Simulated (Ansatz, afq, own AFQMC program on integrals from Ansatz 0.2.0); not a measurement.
## Where AFQMC and coupled cluster stand for Fe, quintet

A free Fe atom.

Basis def2-SVP. Only valence electrons are correlated. Ansatz 0.2.0 and our own AFQMC program on the same integrals; the CISD trial comes from CCSD amplitudes, and released means the phaseless constraint is let go. Free AFQMC starts from the CCSD state and is never constrained. Its projection time is finite, and what remains of the start isn't in its error. ± is one standard error of the sampling. The metal's outer-core s and p shells are frozen, which shifts wave-function levels against functionals.

Determinant: UHF, the one that the program's search chose, which needn't be the lowest solution.

Full CI on the same integrals is exact in this basis and with this determinant's frozen core.

Cautions: no relativity below Rb; outer-core shells of the metal frozen; the released energies are still falling, so no released level is given (meV from the phaseless value at times in 1/Eh: -1.4 ± 1.7 at 0.60, 2 ± 3 at 1.20, -5.3 ± 1.8 at 2.00, -13 ± 5 at 3.00, -15 ± 3 at 4.20).

```
T1 diagnostic                               : 0.0160
weight of the determinant in the CISD state : 0.923
⟨S²⟩ of the determinant                     : 6.015
size of the correlated space                : 8 electrons in 22 orbitals
```

Reference: full CI, correlation energy -3.357 eV.

```
        level  E − E(reference) (mEh)  share of correlation (%)
           HF                  123.37                      0.00
          MP2                   18.28                     85.18
         CCSD                    3.00                     97.57
      CCSD(T)                    0.26                     99.79
        CCSDT                   -0.11                    100.09
     CCSDT(Q)                   -0.01                    100.01
       CCSDTQ                   -0.02                    100.01
  ph-AFQMC/HF             2.99 ± 0.48                     97.58
ph-AFQMC/CISD             0.28 ± 0.05                     99.77
   free AFQMC            -0.07 ± 0.06                    100.06
```

CCSDT and higher add their correlation energy to the determinant of the CCSD(T) run, since their own runs factorise the integrals more tightly (a shift of under 2 meV). Free projections are given only where their last times agree within the noise and don't stop above the reference; a slow remainder of the start can still hide under it. A walk keeps the symmetry of its determinant, which the program's search chose and which needn't be the lowest solution, so a lower state of the same spin and another symmetry isn't excluded.
